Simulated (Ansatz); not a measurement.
# Silicon, diamond under LDA: from relaxation to bulk modulus

What does LDA give for silicon in the diamond structure? We relax it, solve it on a dense k-mesh, switch on spin-orbit coupling, then scale the cell to 7 volumes from 88 to 112 % of the relaxed one and try a fit of the equation of state. The k-meshes are 6×6×6 for the relaxation; 9×9×9 for the dense run; 8×8×8 for spin-orbit coupling; 9×9×9 for the volumes. The starting cell is the measured one, from the Crystallography Open Database.

Method: DFT LDA (PW92), plane waves (420 eV) with PAW, scalar-relativistic; the PAW data stem from PBE, with regenerated cores, in Ansatz 0.2.0.

**1. The starting structure**

The structure is cubic, space group Fd-3m (No. 227). Conventional cell: a = 5.431 Å, b = 5.431 Å, c = 5.431 Å, α = 90.00°, β = 90.00°, γ = 90.00°. Si (site symmetry -43m) has 4 Si at 2.35 Å as nearest neighbours.

Coordinates:

```
Si
1.0
     0.00000    2.71535    2.71535
     2.71535    0.00000    2.71535
     2.71535    2.71535    0.00000
Si
2
Direct
  0.50000 0.50000 0.50000
  0.75000 0.75000 0.75000
```

**2. Relaxation of the cell**

Input file input.yaml:

```yaml
crystal:
  lattice:
    - [0.0, 2.71535, 2.71535]
    - [2.71535, 0.0, 2.71535]
    - [2.71535, 2.71535, 0.0]
  atoms:
    - { symbol: Si, position: [0.5, 0.5, 0.5] }
    - { symbol: Si, position: [0.75, 0.75, 0.75] }
hamiltonian:
  xc: lda
  pseudopotentials:
    kind: paw
    azcp:
      Si: "pseudopotentials/Si.paw.azcp"
basis:
  ecutwfc: 420
  fft_grid_basis: typed
kpoints:
  mp_grid: { grid: [6, 6, 6], shift: [0, 0, 0] }
magnetization:
  spin_polarized: false
scf:
  occupations: { method: fermi_dirac, width: 0.05 }
relax:
  max_steps: 60
  f_tol: 0.01
  cell: {}
```

Further steps of the session: The energy on a finer k-mesh; Spin-orbit coupling switched on; The cell scaled to 88 % of its volume; The cell scaled to 92 % of its volume; The cell scaled to 96 % of its volume; The cell scaled to 100 % of its volume; The cell scaled to 104 % of its volume; The cell scaled to 108 % of its volume; The cell scaled to 112 % of its volume.

What does the calculation give? Wanted: space group; conventional cell; volume; shortest distance; gap on the mesh; gap with spin-orbit coupling, on another mesh; V₀, B₀, B₀′.

As calculated:

```
                                     quantity                        value
               space group (spins left aside)              Fd-3m (No. 227)
                            conventional cell                  a = 5.403 Å
                                       volume               19.719 Å³/atom
                            shortest distance                      2.340 Å
                  against the measured volume      -1.5 % (20.021 Å³/atom)
                              gap on the mesh                      0.45 eV
gap with spin-orbit coupling, on another mesh                      0.48 eV
                                  V₀, B₀, B₀′  19.706 Å³/atom, 96 GPa, 4.2
```

The relaxed volume lies 1.5 % below the measured cell. The measured cell holds zero-point motion and, unless taken cold, thermal expansion, which account for some of this. The mesh shows a gap of 0.45 eV. A gap read on the mesh alone is an upper bound to the gap of this level of theory. The spin-orbit run has a gap of 0.48 eV against 0.45 eV; the two meshes hold different k-points, and a band edge that one misses the other may hit, so the change says little about spin-orbit coupling. The total energy of the spin-orbit run (on a coarser mesh) lies -1 meV/atom from the scalar one; mesh and treatment of the core enter this figure, so it is no spin-orbit energy. B₀ comes out at 96 GPa.
